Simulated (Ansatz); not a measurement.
System (SMILES): [CH2]Cl (CH2-Cl), doublet.
Atoms: C1, Cl2, H3, H4. Bonds: C1-Cl2, C1-H3, C1-H4.

Basis-set convergence of the optimised C1-Cl2 bond length at MP2 with Ansatz (a quantum-chemistry and plane-wave program). The reference of a correlated method is not its basis-set limit, which lies further on. All functions are spherical. Cores are frozen. Core-valence sets carry the plain set on hydrogen. Open shells are unrestricted. No added dispersion term, no relativity. Reference: the value in def2-QZVPP, 1.6845 Å. Deviations are taken from unrounded values.

```tsv
basis	functions	optimised C1-Cl2 bond length (Å)	minus reference (Å)
def2-SVP	42	1.6967	0.0123
def2-TZVP	80	1.6891	0.0046
def2-TZVPP	101	1.6872	0.0028
def2-TZVPPD	122	1.6879	0.0034
cc-pCVTZ	130	1.6880	0.0036
def2-QZVPP	187	1.6845	0.0000
```

The smallest set listed that lies within 0.01 Å of the reference with all its larger relatives (same family, alike in diffuse functions; a set with none counts only in the reference's own line) is def2-TZVP (80 functions, 0.0046 Å off). Inside, with no larger relative to test it: def2-TZVPPD, cc-pCVTZ.
